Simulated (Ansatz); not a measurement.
The input (input.yaml):

```yaml
crystal:
  periodic: [false, false, false]
  atoms:
    - { symbol: B, position_ang: [-0.049632, 0.117894, -0.318853] }
    - { symbol: H, position_ang: [-0.288458, -0.308728, 0.779391] }
    - { symbol: "N", position_ang: [1.251418, 0.015965, -0.81011] }
    - { symbol: H, position_ang: [2.018447, -0.399441, -0.2858] }
    - { symbol: H, position_ang: [1.536375, 0.350506, -1.727922] }
    - { symbol: H, position_ang: [-0.891533, 0.627347, -1.009298] }
    - { symbol: H, position_ang: [0.337783, -0.403543, 3.76259] }
magnetization:
  spin_polarized: true
  initial_magnetization: 1
basis:
  gaussian: { orbitals: def2-mTZVP }
hamiltonian:
  xc: pbe
  dispersion: d4
neb:
  order_check: false
  images: 7
  f_tol: 0.05
  max_iterations: 60
  final_atoms:
    - { symbol: B, position_ang: [0.04518975, -0.19935512, -0.56071999] }
    - { symbol: H, position_ang: [-0.16876122, -0.36393792, 2.18290098] }
    - { symbol: "N", position_ang: [1.33336887, -0.01500362, -1.02490135] }
    - { symbol: H, position_ang: [2.07398573, -0.70491613, -0.91225144] }
    - { symbol: H, position_ang: [1.65484803, 0.823294, -1.5174827] }
    - { symbol: H, position_ang: [-0.85058813, 0.59116673, -0.67786736] }
    - { symbol: H, position_ang: [-0.17364303, -0.13124793, 2.90031987] }
  initial_path:
    images:
      - { positions_ang: [[-0.049632, 0.117894, -0.318853], [-0.288458, -0.308728, 0.779391], [1.251418, 0.015965, -0.81011], [2.018447, -0.399441, -0.2858], [1.536375, 0.350506, -1.727922], [-0.891533, 0.627347, -1.009298], [0.337783, -0.403543, 3.76259]] }
      - { positions_ang: [[-0.03693619, 0.09768132, -0.23894552], [-0.21665121, -0.23941532, 0.9443292], [1.27411127, 0.00981522, -0.80134702], [1.95180501, -0.53469831, -0.48206402], [1.61469156, 0.48587002, -1.5483993], [-0.92525297, 0.50269372, -0.90503161], [0.25263253, -0.32194666, 3.42145626]] }
      - { positions_ang: [[-0.02424039, 0.07746864, -0.15903803], [-0.14484442, -0.17010264, 1.1092674], [1.29680454, 0.00366544, -0.79258405], [1.88516302, -0.66995561, -0.67832804], [1.69300812, 0.62123404, -1.3688766], [-0.95897294, 0.37804045, -0.80076521], [0.16748206, -0.24035032, 3.08032253]] }
      - { positions_ang: [[-0.01154458, 0.05725596, -0.07913055], [-0.07303763, -0.10078996, 1.27420561], [1.3194978, -0.00248434, -0.78382107], [1.81852103, -0.80521292, -0.87459206], [1.77132468, 0.75659806, -1.18935391], [-0.9926929, 0.25338717, -0.69649882], [0.08233159, -0.15875398, 2.73918879]] }
      - { positions_ang: [[0.00115122, 0.03704328, 0.00077694], [-0.00123084, -0.03147727, 1.43914381], [1.34219107, -0.00863412, -0.77505809], [1.75187904, -0.94047022, -1.07085608], [1.84964125, 0.89196208, -1.00983121], [-1.02641287, 0.1287339, -0.59223243], [-0.00281888, -0.07715764, 2.39805506]] }
      - { positions_ang: [[0.01216086, -0.02205632, -0.1395973], [-0.04311343, -0.11459244, 1.6250831], [1.33998552, -0.01022649, -0.83751891], [1.83240571, -0.8815817, -1.03120492], [1.80094294, 0.87479506, -1.13674408], [-0.98245669, 0.2443421, -0.61364116], [-0.04552491, -0.09068022, 2.52362126]] }
      - { positions_ang: [[0.02317049, -0.08115592, -0.27997153], [-0.08499603, -0.1977076, 1.81102239], [1.33777997, -0.01181887, -0.89997972], [1.91293239, -0.82269318, -0.99155376], [1.75224464, 0.85762804, -1.26365695], [-0.9385005, 0.35995031, -0.6350499], [-0.08823095, -0.10420279, 2.64918747]] }
      - { positions_ang: [[0.03418012, -0.14025552, -0.42034576], [-0.12687862, -0.28082276, 1.99696169], [1.33557442, -0.01341124, -0.96244053], [1.99345906, -0.76380465, -0.9519026], [1.70354633, 0.84046102, -1.39056983], [-0.89454431, 0.47555852, -0.65645863], [-0.13093699, -0.11772536, 2.77475367]] }
      - { positions_ang: [[0.04518975, -0.19935512, -0.56071999], [-0.16876122, -0.36393792, 2.18290098], [1.33336887, -0.01500362, -1.02490135], [2.07398573, -0.70491613, -0.91225144], [1.65484803, 0.823294, -1.5174827], [-0.85058813, 0.59116673, -0.67786736], [-0.17364303, -0.13124793, 2.90031987]] }
```

Run as:

```bash
$ ansatz run input.yaml --threads 1 --pin off --max-ram 2048MiB --backend cpu --events-out ev --progress --plain --runs-dir out
```

Hardware: 1 thread of Arm Neoverse V2, with other jobs on the host.

Roughly how long does this run take, and how much memory?

3.4 min, with a peak of 0.11 GiB, for 25 band iterations.
